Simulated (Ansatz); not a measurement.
# CH₂Si (triplet): from Hartree-Fock to the top rungs at distance Si1–H3 = 1.183 Å, cc-pVDZ

How much of the correlation energy of CH₂Si (triplet) does each wave-function method recover here?

The runs use Ansatz 0.2.0, Gaussian basis; cc-pVDZ, core rule «outside noble gas», up to 6 orbitals frozen.

Plan: UHF; CCSD(T) on ROHF; CCSD(T) on UHF; BCCD(T) on ROHF; CISD; CCSDT(Q) on ROHF; CCSDT(Q) on UHF; CASSCF and MRCISD+Q, 4 electrons in 4 orbitals; CASSCF and NEVPT2, 4 electrons in 4 orbitals; CASSCF and MRCISD+Q, 10 electrons in 10 orbitals; CASSCF and NEVPT4(SD), 10 electrons in 10 orbitals; CASSCF and NEVPT2, 10 electrons in 10 orbitals.

14 further runs of the same task are left out: 3 for a mislabelled method, 10 that didn't finish, 1 set aside as unsound or not needed.

## (1) What is computed

The geometry derives from a PBE0/def2-TZVP stationary point (not a proven minimum). One bond is set to the value named and the two fragments are kept rigid.

4 atoms, charge 0, spin multiplicity 3.

Atoms are counted from 1 here; the program's logs count them from 0.

Bond lengths: Si1–C2 1.820 Å, Si1–H3 1.183 Å, Si1–H4 1.492 Å. Angles: C2–Si1–H3 125.7°, C2–Si1–H4 125.7°, H3–Si1–H4 108.7°.

## (2) UHF

in.yaml

```yaml
crystal:
  periodic: [false, false, false]
  atoms:
    - {symbol: Si, position_ang: [0.000000, 0.006015, 0.481822]}
    - {symbol: C, position_ang: [0.000000, 0.006015, -1.338434]}
    - {symbol: H, position_ang: [0.000000, 0.967193, 1.171479]}
    - {symbol: H, position_ang: [0.000000, -1.206474, 1.351798]}
basis:
  gaussian: {orbitals: cc-pVDZ}
magnetization: {spin_polarized: true, initial_magnetization: 2}
hamiltonian: {xc: hf}
output: {orbitals: {seedname: orbitals}}
```

Started as:

```sh
$ ansatz run in.yaml --threads 1 --pin off --events-out ev --progress --plain --max-ram 2393MiB
```

After this run come: CCSD(T) on ROHF; CCSD(T) on UHF; BCCD(T) on ROHF; CISD; CCSDT(Q) on ROHF; CCSDT(Q) on UHF; CASSCF and MRCISD+Q, 4 electrons in 4 orbitals; CASSCF and NEVPT2, 4 electrons in 4 orbitals; CASSCF and MRCISD+Q, 10 electrons in 10 orbitals; CASSCF and NEVPT4(SD), 10 electrons in 10 orbitals; CASSCF and NEVPT2, 10 electrons in 10 orbitals.

Q: Predict the results of all the runs planned. Wanted: RCCSDT(Q) below the RHF energy; RMP2 from RCCSDT(Q); UMP2 from RCCSDT(Q); RCCSD from RCCSDT(Q); RCCSD(T) from RCCSDT(Q); UCCSD(T) from RCCSDT(Q); UCCSDT(Q) from RCCSDT(Q); NEVPT2 pair from RCCSDT(Q); MRCISD+Q pair from RCCSDT(Q).

The runs gave:

| quantity | value |
| --- | --- |
| RCCSDT(Q) below the RHF energy | -6.2175 eV |
| RMP2 from RCCSDT(Q) | +1435.0 meV |
| UMP2 from RCCSDT(Q) | +1505.5 meV |
| RCCSD from RCCSDT(Q) | +331.4 meV |
| RCCSD(T) from RCCSDT(Q) | +76.0 meV |
| UCCSD(T) from RCCSDT(Q) | +107.2 meV |
| UCCSDT(Q) from RCCSDT(Q) | -2.0 meV |
| NEVPT2 pair from RCCSDT(Q) | +1174.5 meV |
| MRCISD+Q pair from RCCSDT(Q) | +71.4 meV |
| NEVPT2 valence from RCCSDT(Q) | +954.2 meV |
| levels within 1 kcal/mol (43 meV) | RCCSDT, UCCSDT, UCCSDT(Q), MRCISD+Q valence |
| T1 diagnostic | 0.053 |
| effectively unpaired electrons | 2.27 |

What this shows: RCCSD(T) misses by +76.0 meV, 1.2 % of the correlation energy. CCSD(T) misses by +76.0 meV on the restricted determinant and by +107.2 meV on the unrestricted one; the two need not hold the same state or core. The occupations show some static correlation. Of the multireference levels listed MRCISD+Q valence comes nearest in total energy (+37.6 meV), which doesn't show that its space is the better one. Coupled cluster took another determinant than the lowest Hartree-Fock one. These misses are within one basis, not against nature; the frozen cores of restricted and unrestricted runs differ, which can shift their rows.
